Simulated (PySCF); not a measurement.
# BH3O (SMILES BO) at 6 levels

Aim: a comparison of 6 runs (HF/STO-3G, HF/def2-SVP, SVWN5/3-21G, B3LYP/6-31G*, r2SCAN/6-311+G**) of BH3O. 

Program for the calculation: PySCF 2.14.0.

**1. The system as given**

BH3O has 5 atoms, charge 0, and is taken as a singlet. SMILES: `BO`. Geometry: relaxed at PBE0-D4/def2-TZVP.

Bond lengths: B1–O2 1.348 Å, B1–H3 1.196 Å, B1–H4 1.202 Å, O2–H5 0.961 Å. Angles: B1–O2–H5 113.5°, O2–B1–H3 116.8°, O2–B1–H4 120.7°, H3–B1–H4 122.5°.

**2. Energy and forces at HF/STO-3G (run 1)**

input.py reads:

```python
import pyscf.grad
from pyscf import gto, scf

molecule = gto.Mole()
molecule.atom = '''
B     -0.428212    -0.666695     0.141163
O      0.781402     1.515182     0.653656
H     -1.550142    -1.635558     1.847774
H     -0.360182    -1.566394    -1.942827
H      1.651621     2.214381    -0.778000
'''
molecule.unit = 'bohr'
molecule.max_memory = 1860
molecule.verbose = 4
molecule.charge = 0
molecule.basis = 'sto-3g'
molecule.spin = 0
molecule.build()

calc0 = scf.RHF(molecule)
calc0.conv_tol = 1e-10
calc0.kernel()
if not calc0.converged:
    calc0 = calc0.newton().run(calc0.mo_coeff, calc0.mo_occ)

etot = calc0.e_tot
print('E(%s) = %.9f' % ('HF', etot))
grad = calc0.Gradients().kernel()
dip = calc0.dip_moment()
pop, q = calc0.mulliken_pop()
```

Started as:

```sh
$ OMP_NUM_THREADS=1 python input.py
```

Standard output:

```text
PySCF version 2.14.0

[... 57 lines left out ...]
converged SCF energy = -99.9836144102117
[... 12 lines left out ...]
Dipole moment(X, Y, Z, Debye):  0.71569,  0.54324, -1.24422
[... 19 lines left out ...]
charge of    4H =      0.22356
```

It took 1 s on 1 thread of Intel Xeon at 2.70GHz, shared host; peak memory 0.12 GiB.

**3. Energy and gradient at HF/def2-SVP (run 2)**

input.py reads:

```python
# BO
from pyscf import gto, scf

mol = gto.M(
    atom='''
B     -0.226600    -0.352800     0.074700
O      0.413500     0.801800     0.345900
H     -0.820300    -0.865500     0.977800
H     -0.190600    -0.828900    -1.028100
H      0.874000     1.171800    -0.411700
''',
    charge=0,
    max_memory=1860,
    verbose=3,
    basis='def2-svp',
)

mf = scf.RHF(mol)
mf.conv_tol = 1e-10
mf.kernel()
if not mf.converged:
    mf = mf.newton().run(mf.mo_coeff, mf.mo_occ)

energy = mf.e_tot
print('E(%s) = %.9f' % ('HF', energy))
grad = mf.nuc_grad_method().kernel()
mf.analyze()
```

Started as:

```sh
$ OMP_NUM_THREADS=1 python input.py
```

Standard output:

```text
converged SCF energy = -101.249809529818
[... 12 lines left out ...]
MO #3   energy= -1.35756269713546  occ= 2
[... 7 lines left out ...]
MO #11  energy= 0.270994762169968  occ= 0
[... 7 lines left out ...]
MO #19  energy= 0.872699529238912  occ= 0
[... 7 lines left out ...]
MO #27  energy= 1.57415197807694   occ= 0
[... 7 lines left out ...]
MO #35  energy= 2.43650915640761   occ= 0
[... 7 lines left out ...]
MO #43  energy= 4.12685682028905   occ= 0
[... 6 lines left out ...]
Dipole moment(X, Y, Z, Debye):  0.69702,  0.39723, -1.48443
```

Wall time 1.2 s (1 thread of Intel Xeon at 2.70GHz, shared host); peak memory 0.12 GiB.

Runs 3 to 4 aren't shown in full; the table further down has their settings and results.

**4. Energy and gradient at B3LYP/6-31G(d) (Cartesian functions) (run 5)**

job.py reads:

```python
# BO
import pyscf.grad
from pyscf import gto, dft

mol = gto.M(
    atom='''
B       -0.226600      -0.352800       0.074700
O        0.413500       0.801800       0.345900
H       -0.820300      -0.865500       0.977800
H       -0.190600      -0.828900      -1.028100
H        0.874000       1.171800      -0.411700
''',
    cart=True,
    verbose=4,
    max_memory=1860,
    basis='6-31g*',
    charge=0,
)

mf = dft.RKS(mol)
mf.xc = 'b3lyp'
mf.conv_tol = 1e-10
mf.grids.level = 5
mf.kernel()
if not mf.converged:
    mf = mf.newton().run(mf.mo_coeff, mf.mo_occ)

e_final = mf.e_tot
print(f'total energy: {e_final:.8f} hartree')
grad = mf.Gradients().kernel()
dip = mf.dip_moment()
pop, q = mf.mulliken_pop()
```

Started as:

```sh
$ OMP_NUM_THREADS=1 python job.py
```

Standard output:

```text
PySCF version 2.14.0

[... 72 lines left out ...]
converged SCF energy = -101.906512943884
total energy: -101.90651294 hartree
[... 12 lines left out ...]
Dipole moment(X, Y, Z, Debye):  0.81793,  0.65589, -1.34907
[... 42 lines left out ...]
charge of    4H =      0.41406
```

Run time: 9 s. Hardware: 1 thread of Intel Xeon at 2.70GHz, shared host; peak memory 0.41 GiB.

**5. Energy and forces at r2SCAN/6-311+G(d,p) (run 6)**

run.py reads:

```python
from pyscf import gto, dft

mol = gto.M(
    atom='''
B     -0.428212    -0.666695     0.141163
O      0.781402     1.515182     0.653656
H     -1.550142    -1.635558     1.847774
H     -0.360182    -1.566394    -1.942827
H      1.651621     2.214381    -0.778000
''',
    verbose=3,
    unit='bohr',
    max_memory=1860,
    basis='6-311+g**',
)

ks = dft.RKS(mol)
ks.xc = 'r2scan'
ks.conv_tol = 1e-10
ks.grids.level = 5
ks.kernel()
if not ks.converged:
    ks = ks.newton().run(ks.mo_coeff, ks.mo_occ)

e_final = ks.e_tot
print('E(%s) = %.9f' % ('R2SCAN', e_final))
grad = ks.nuc_grad_method().kernel()
dip = ks.dip_moment()
pop, q = ks.mulliken_pop()
```

Started as:

```sh
$ OMP_NUM_THREADS=1 python run.py
```

Standard output:

```text
converged SCF energy = -101.87747639004
[... 9 lines left out ...]
Dipole moment(X, Y, Z, Debye):  0.73009,  0.49251, -1.39639
[... 68 lines left out ...]
charge of    4H =      0.26236
```

Wall time 16 s (1 thread of Intel Xeon at 2.70GHz, shared host); peak memory 0.62 GiB.

**6. The series**

```tsv
run	level	integration grid	Cartesian functions	energy (Eh)	dipole moment (D)	HOMO energy (eV)	LUMO energy (eV)	wall time
1	HF/STO-3G	–	no	-99.983614	1.53	-10.71	8.34	1 s
2	HF/def2-SVP	–	no	-101.249810	1.69	-12.56	3.47	1.2 s
3	SVWN5/3-21G	5	no	-100.486123	2.10	-6.94	-1.12	2.8 s
4	B3LYP/6-31G* (spherical functions)	5	no	-101.904696	1.71	-8.42	-0.05	9 s
5	B3LYP/6-31G* (Cartesian functions)	5	yes	-101.906513	1.71	-8.42	-0.05	9 s
6	r2SCAN/6-311+G**	5	no	-101.877476	1.65	-7.72	-1.07	16 s
```

**7. What came out**

```
                       quantity          value
            run 6: total energy  -101.87748 Eh
           run 6: dipole moment         1.65 D
             run 6: HOMO energy       -7.72 eV
             run 6: LUMO energy       -1.07 eV
           run 6: HOMO–LUMO gap        6.66 eV
run 6: largest force on an atom     0.286 eV/Å
```

The dipole moment (its size) runs from 1.53 D (HF/STO-3G) to 2.10 D (SVWN5/3-21G). The two ends differ in method and basis. The HOMO–LUMO gap runs from 5.81 eV (SVWN5/3-21G) to 19.05 eV (HF/STO-3G). Totals of different functionals can't be ranked against each other. In run 1 the basis is minimal, so the values are rough. All runs together took 39 s, the longest 16 s.
